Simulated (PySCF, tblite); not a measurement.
## Mg2+ and 2 × water

A gas-phase complex of Mg2+ and 2 × water; charge +2, singlet. The structure comes from a short search (6 tight-binding starts) and was relaxed by PBE0-D3(BJ)/def2-SVPD; another way of binding may lie lower. Frequencies by PBE0-D3(BJ)/def2-SVPD show no clear imaginary mode.

```tsv
part	name	SMILES	atoms	charge	multiplicity
1	Mg2+	[Mg+2]	1	+2	1
2	water	O	2–4	0	1
3	water	O	5–7	0	1
```

Coordinates in Å:
```
Mg1    -0.296   -0.446   -1.362
O2     -0.713    1.440   -1.619
H3     -0.337    2.041   -2.289
H4     -1.337    1.981   -1.100
O5      0.096   -2.339   -1.121
H6      0.820   -2.729   -0.596
H7     -0.394   -3.094   -1.497
```

Contacts between parts, classed by geometry: Mg1···O2 1.948 Å (ion contact); Mg1···O5 1.949 Å (ion contact).

Interaction energies are complex less parts, with the parts frozen as they stand in it; counterpoise-corrected, in kcal/mol (PySCF).

Q: How strongly do the parts interact, level by level?

A: 
```csv
level,interaction,superposition error removed
wB97M-D3(BJ)/def2-TZVPD,-155.11,-0.16
PBE0-D3(BJ)/def2-TZVPD,-156.21,-0.18
```

Q: What holds them together? Decompose the wB97M-D3(BJ)/def2-TZVPD energy: frozen parts, their antisymmetrised product, then relaxation.

A: electrostatic -120.4, Pauli repulsion +41.4, orbital relaxation -74.7, dispersion correction -1.6 kcal/mol, which sum to the value before the counterpoise correction; the Pauli term holds the exchange-correlation of the frozen density too. Of the attraction, 61 % is electrostatic, 38 % is orbital relaxation, 1 % is dispersion correction.

Q: Are the pair energies additive?

A: The pairs sum to -164.37 kcal/mol (1–2 -82.8, 1–3 -82.8, 2–3 1.2); the rest of +9.26 is a many-body weakening.

The parts were also relaxed and run alone, at the levels used for the complex: shieldings by PBE0/pcSseg-2.

Q: How do these values change when the complex forms?

A: 
| property | alone | in the complex | change |
| --- | --- | --- | --- |
| shielding of Mg1 (ppm) | 695.0 | 597.4 | -97.6 |
| shielding of O2 (ppm) | 328.9 | 331.7 | +2.9 |
| shielding of O5 (ppm) | 328.9 | 331.8 | +2.9 |

Q: What are the binding energy from relaxed parts (wB97M-D3(BJ)/def2-TZVPD), and ΔH and ΔG of association at 298.15 K and 1 atm?

A: -154.61 kcal/mol, -150.33 with zero-point energy; ΔH -152.0 and ΔG -135.8 kcal/mol, from harmonic vibrations by PBE0-D3(BJ)/def2-SVPD with low modes damped.

Multiply charged ions in the gas phase bind far more strongly than in solution.
